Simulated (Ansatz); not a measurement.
For Cu3AsS4 (Pmn2₁, No. 31), PBEsol in Ansatz (plane waves, PAW) gives:

```
Quantity                Result
---------------  -------------
volume per atom  17.70 Å³/atom
bulk modulus B0       85.8 GPa
cohesive energy   3.88 eV/atom
band gap               0.00 eV
```

Task: What does r²SCAN (PAW; Ansatz, a program for electronic structure) give for the same quantities?

Result: 
- equilibrium volume per atom: 18.09 Å³/atom (goes up by 2.2 %)
- bulk modulus: 81.3 GPa (falls by 5.2 %)
- cohesive energy: 3.58 eV/atom (decreases by 0.30 eV/atom)
- band gap: 0.16 eV (grows by 0.16 eV)

For comparison: equilibrium volume per atom 18.27 Å³/atom (measured, temperature not stated, copied from a table, unchecked, not corrected to a static lattice; as tabulated in Zeitschrift fur Kristallographie 219, 20 (2004)); band gap 1.24 eV (measured, temperature not stated, not corrected to a static lattice; as tabulated in Kim et al. (2020), doi:10.1038/s41597-020-00723-8).

Changes are worked out from the printed values.

Unless a cell is named, each level is at its own relaxed cell (PBEsol 17.70, r²SCAN 18.09 Å³/atom).

Spin–orbit coupling is included only where a level's name says +SOC; with heavier elements it mostly lowers gaps and can invert bands. A gap of zero means that the bands touch or overlap. Density-functional gaps are differences of (generalised) Kohn–Sham levels.

Caveats: the gap of the solid is closed in this run (PBEsol). Ansatz's density-functional and Hartree–Fock values are scalar-relativistic unless marked +SOC, with PAW data made under PBE.
